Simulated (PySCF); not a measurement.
Excitations are Tamm–Dancoff values on a coarser integration grid. The basis has no diffuse functions, so Rydberg states are missing or too high.

Z-matrix (Å, degrees):
```
Si
Cl 1 2.0253
Cl 1 2.0253 2 109.47
Cl 1 2.0253 2 109.47 3 120.00
Cl 1 2.0253 2 109.47 3 -120.00
```
Charge 0, spin multiplicity 1.

Q: What is the computed S1–T1 gap (TDA), dipole moment, S1 excitation (TDA), HOMO, LUMO, T1 excitation (TDA), total energy and HOMO–LUMO gap (r2SCAN-D4/def2-TZVP in PySCF)?

A: 
The S1–T1 gap (TDA) comes out as 0.40 eV and the dipole moment comes out as 0.000 e·Å. The S1 excitation (TDA) is 7.34 eV and the HOMO comes out as -8.50 eV. The LUMO is -1.26 eV, the T1 excitation (TDA) comes out as 6.94 eV and the total energy comes out as -57972.05 eV. The HOMO–LUMO gap is 7.23 eV.
